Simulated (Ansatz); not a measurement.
Relaxation of ClH$_{5}$Si (7 atoms, charge 0, multiplicity 1), to a largest force component of 0.03 eV/Å in at most 50 steps.

The calculation used RKS r2SCAN-D4/6-31G* in Ansatz 0.2.0.

```xyz
7
Properties=species:S:1:pos:R:3
Si 0.216 0.000 -0.059
H 0.210 0.000 1.415
H 1.637 0.000 -0.500
H -0.460 1.222 -0.555
H -0.460 -1.222 -0.555
Cl -2.811 0.000 1.355
H -1.591 0.000 1.886
```

Problem. Where does it end, and by what steps?

Solution. The forces met the threshold. After 6 steps the energy has fallen by 0.113 eV; Cl6 moved furthest, 0.43 Å.

| step | energy less start (eV) | largest force component (eV/Å) | accepted |
| --- | --- | --- | --- |
| 0 | 0.0000 | 1.075 | yes |
| 1 | -0.0821 | 0.685 | yes |
| 2 | -0.1034 | 0.399 | yes |
| 3 | -0.1001 | 0.475 | no |
| 4 | -0.1097 | 0.109 | yes |
| 5 | -0.1124 | 0.062 | yes |
| 6 | -0.1130 | 0.008 | yes |

```xyz
7
Properties=species:S:1:pos:R:3
Si 0.356 0.000 -0.157
H 0.278 0.000 1.335
H 1.786 0.000 -0.558
H -0.320 1.218 -0.673
H -0.320 -1.218 -0.673
Cl -3.128 0.000 1.647
H -1.911 0.000 2.067
```

The run took 15 s on 1 thread of Arm Neoverse V2, on a shared host, peak memory 0.12 GiB.
